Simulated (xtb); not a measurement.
thiophene (C4H4S), SMILES c1ccsc1. All values are semi-empirical tight-binding results from xtb (GFN2-xTB unless named), good for trends rather than for accurate numbers. Coordinates come from a GFN2-xTB optimisation.

| Item | Result |
|---|---|
| point group as xtb finds it | C2v |
| orbital gap | 4.10 eV |
| zero-point energy | 40.8 kcal/mol |
| G − E(el) at 298.15 K (modified RRHO) | 24.1 kcal/mol |
| static polarisability (D4 model) | 65.0 bohr³ |
| solvation energy, GFN2-xTB/ALPB(water) | 0.9 kcal/mol |
| solvation energy, GFN2-xTB/ALPB(chcl3) | -4.2 kcal/mol |
